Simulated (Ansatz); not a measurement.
A calculation with Ansatz (development build ahead of 0.2.0).

```yaml
crystal:
  periodic: [false, false, false]
  atoms:
    - { symbol: B, position_ang: [0.0, 0.0, -0.84226] }
    - { symbol: "N", position_ang: [0.0, 0.0, 0.66198] }
    - { symbol: H, position_ang: [0.0, -1.08586, -1.14247] }
    - { symbol: H, position_ang: [-0.94038, 0.54293, -1.14247] }
    - { symbol: H, position_ang: [0.94038, 0.54293, -1.14247] }
    - { symbol: H, position_ang: [0.0, 0.8753, 1.00161] }
    - { symbol: H, position_ang: [-0.75803, -0.43765, 1.00161] }
    - { symbol: H, position_ang: [0.75803, -0.43765, 1.00161] }
basis:
  gaussian: { orbitals: cc-pVTZ }
hamiltonian:
  xc: hf
```

The input is written out in the form of the current development build from the run's settings.

Output:

```yaml
Converged: yes
Total_energy: -82.62188 hartree
Spin_squared_of_the_determinant: 0.000
```

Caution: no unrestricted run beside it, a lower state can exist.
